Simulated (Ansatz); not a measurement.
Program: Ansatz. Geometries: PBE0-D4/def2-TZVP. ΔE: electronic, gas phase. CBS: MP2 limit from def2 TZ/QZ plus the TZ coupled-cluster correction, frozen cores. This one scheme is used for every species. DFT in def2-TZVPP. Triplets are unrestricted, without spin–orbit coupling. Each species was taken in one conformer, which may not be the lowest.

Consider the formal loss of a carbene: `COCC(=N)O` → `[CH2]` (triplet) + `N=C(O)CO`.

```json
{"species": "`COCC(=N)O`", "PBE0-D4 energy (Eh)": "-323.48954"}
{"species": "`[CH2]` (triplet)", "PBE0-D4 energy (Eh)": "-39.11641"}
{"species": "`N=C(O)CO`", "PBE0-D4 energy (Eh)": "-284.22106"}
```

Task: Work out ΔE.

Result: ΔE = (-39.11641) + (-284.22106) − (-323.48954) = 0.15207 Eh = +4.14 eV. CCSD(T)/CBS gives +4.15 eV.

Largest T1 diagnostic among the species: 0.013.

The D4 term adds +0.11 eV with B3LYP and +0.06 eV with PBE0; it sums over pairs of atoms, weighted by their polarisabilities, and B3LYP, whose exchange is more repulsive, gets the larger term. From PBE to PBE0 (25 % exact exchange), in def2-TZVPP and without D4, ΔE moves by −0.09 eV.

B3LYP here is the variant with VWN-RPA as its local correlation; programs differ in this.
